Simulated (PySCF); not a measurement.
**Core-level binding energies of `CCCC(=O)Cl`**

C4H7ClO.
SMILES with atom numbers: `[CH3:1][CH2:2][CH2:3][C:4](=[O:5])[Cl:6]`

Level of theory: delta-SCF UKS SCAN, pcX-2 on the ionised atom, pcseg-1 elsewhere, spin-free X2C (PySCF). Vertical ΔSCF values, vacuum level as zero.

Question: What binding energy does each computed site have?

Answer: 
```
atom(s)                    environment     level  binding energy (eV)  2p1/2 (eV)  above the level's lowest (eV)  count
    Cl6           chlorine bonded to C     Cl 1s              2828.64           –                           0.00      1
     O5                carbonyl oxygen      O 1s               538.80           –                           0.00      1
     C4             acyl halide carbon      C 1s               295.01           –                          +3.94      1
     C3  sp3 carbon next to a carbonyl      C 1s               291.72           –                          +0.65      1
     C2               chain CH2 carbon      C 1s               291.19           –                          +0.12      1
     C1                  methyl carbon      C 1s               291.07           –                           0.00      1
    Cl6           chlorine bonded to C  Cl 2p3/2               206.06      207.72                           0.00      1
```

Lowest listed C 1s: C1, bonded to C and 3 H. Highest, 3.94 eV above it: C4, bonded to O (double bond), Cl and C. The widest gap between neighbouring values is 3.29 eV, between 291.72 and 295.01 eV. Summing the Pauling electronegativity differences to the bonded atoms, each weighted by its formal bond order, gives -1.05 for the lowest site and +2.39 for the highest; no listed site has a larger sum than the highest.

Question: Which photon energy gives electrons from C 1s of C1 a kinetic energy of 200 eV, and what is their de Broglie wavelength?

Answer: hν = 291.07 + 200 = 491.07 eV, recoil neglected; λ = 12.264 Å/√(E/eV) = 0.87 Å.

The 2p values add to the ΔSCF energy of one spin-free hole a correction within the shell (spin–orbit coupling, ligand field). 2p1/2 minus 2p3/2 (ligand field included): Cl 1.65 eV. One conformer (not necessarily the lowest) at the PBE0-D3(BJ)/def2-SVP geometry, without solvent, vibrations or thermal averaging.

Conformer computed: `[CH3:1][CH2:2][CH2:3][C:4](=[O:5])[Cl:6]`: C1–C2–C3–C4 179°, C2–C3–C4–O5 -1°.
